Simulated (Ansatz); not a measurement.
Method: frozen-core CCSD(T)/def2-TZVPP (Ansatz, an electronic-structure program).

Ansatz 0.2 input:
```yaml
crystal:
  periodic: [false, false, false]
  atoms:
    - { symbol: Cl, position_ang: [0.0, 0.0, 0.0] }
basis:
  gaussian: { orbitals: def2-TZVPP }
correlation:
  method: ccsd_t
magnetization:
  spin_polarized: true
  initial_magnetization: 1
```

Output:

```
Functional definition: HF
244 factors; integrals over basis functions are off by at most 1.6e-4 eV
mean field evaluation 1: about -12502.7790 eV, gradient 6.0e0 eV
mean field evaluation 2: about -12502.7816 eV, gradient 6.0e0 eV
mean field evaluation 4: about -12502.9975 eV, gradient 5.8e-1 eV
mean field evaluation 8: about -12503.0021 eV, gradient 4.9e-3 eV
mean field evaluation 16: about -12502.9992 eV, gradient 6.3e-1 eV
mean field evaluation 32: about -12503.0021 eV, gradient 3.1e-3 eV
mean field evaluation 64: about -12503.0021 eV, gradient 4.8e-3 eV
mean field -12503.00210165 eV, -459.4768523965 hartree, gradient 5.7e-6 eV, S^2 0.759733; 4 other end points of the search recorded, 0 dependent functions left out
5 core orbitals not correlated
reference -12503.00210165 eV, -459.4768523965 hartree; 4, 3 occupied and 33, 34 virtual orbitals, 244 factors
second order -4.31166794 eV of doubles, -0.00000000 eV of singles
cycle   1  -4.80487652 eV  change   -4.9e-1 eV  update   4.0e-2
cycle   2  -4.94678905 eV  change   -1.4e-1 eV  update   1.3e-2
cycle   3  -4.95363062 eV  change   -6.8e-3 eV  update   2.8e-3
cycle   4  -4.95329832 eV  change    3.3e-4 eV  update   4.1e-4
cycle   5  -4.95323118 eV  change    6.7e-5 eV  update   9.9e-5
cycle   6  -4.95325428 eV  change   -2.3e-5 eV  update   2.7e-5
cycle   7  -4.95325691 eV  change   -2.6e-6 eV  update   6.5e-6
perturbative correction -0.15683541 eV, -0.0057635950 hartree
Total energy: -12508.11219398 eV, -459.6646448256 hartree
```

Cost: very roughly 1.5 core-seconds.
